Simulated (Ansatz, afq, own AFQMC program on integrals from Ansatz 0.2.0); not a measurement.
## Where AFQMC and coupled cluster stand for CH₃N₂, doublet

```xyz
6

N    -1.8661   -0.0132   -0.0206
H    -2.1634    0.9546   -0.0206
H    -2.1634   -0.4155    0.8596
H    -0.5221   -0.0132   -0.0206
N     1.7280   -0.0132   -0.0206
C     0.5679   -0.0132   -0.0206
```

Connectivity, by distances: NH2 ··· N–CH.

Basis cc-pVDZ. Noble-gas cores (and the filled d shells of Ga–Kr and In–Xe) are frozen. Ansatz 0.2.0 and our own AFQMC program on the same integrals; the CISD trial comes from CCSD amplitudes, and released means the phaseless constraint is let go. Uncertainties: one standard error, sampling alone.

Determinant: UHF, the one that the program's search chose, which needn't be the lowest solution. The geometry is a point of a scan.

No full CI on the walks' own integrals is used here; CCSDT(Q) serves as the reference and is uncertain by about the last step of the cluster series.

Cautions: the released energies are still falling, so no released level is given (meV from the phaseless value at times in 1/Eh: -11 ± 5 at 0.24, -16 ± 5 at 0.51, -20 ± 5 at 0.99, -31 ± 9 at 1.50), though the last usable value meets CCSDT(Q) within the noise.

- T1 diagnostic: 0.0220
- weight of the determinant in the CISD state: 0.833
- ⟨S²⟩ of the determinant: 0.792
- size of the correlated space: 17 electrons in 54 orbitals

Reference: CCSDT(Q), correlation energy -13.184 eV.

```json
{"level": "HF", "E − E(reference) (kcal/mol)": "304.03", "share of correlation (%)": "0.00"}
{"level": "MP2", "E − E(reference) (kcal/mol)": "29.73", "share of correlation (%)": "90.22"}
{"level": "CCSD", "E − E(reference) (kcal/mol)": "11.76", "share of correlation (%)": "96.13"}
{"level": "CCSD(T)", "E − E(reference) (kcal/mol)": "1.58", "share of correlation (%)": "99.48"}
{"level": "CCSDT", "E − E(reference) (kcal/mol)": "1.13", "share of correlation (%)": "99.63"}
{"level": "ph-AFQMC/HF", "E − E(reference) (kcal/mol)": "0.78 ± 0.75", "share of correlation (%)": "99.74"}
{"level": "ph-AFQMC/CISD", "E − E(reference) (kcal/mol)": "0.41 ± 0.12", "share of correlation (%)": "99.86"}
```

A walk keeps the symmetry of its determinant, which the program's search chose and which needn't be the lowest solution, so a lower state of the same spin and another symmetry isn't excluded.
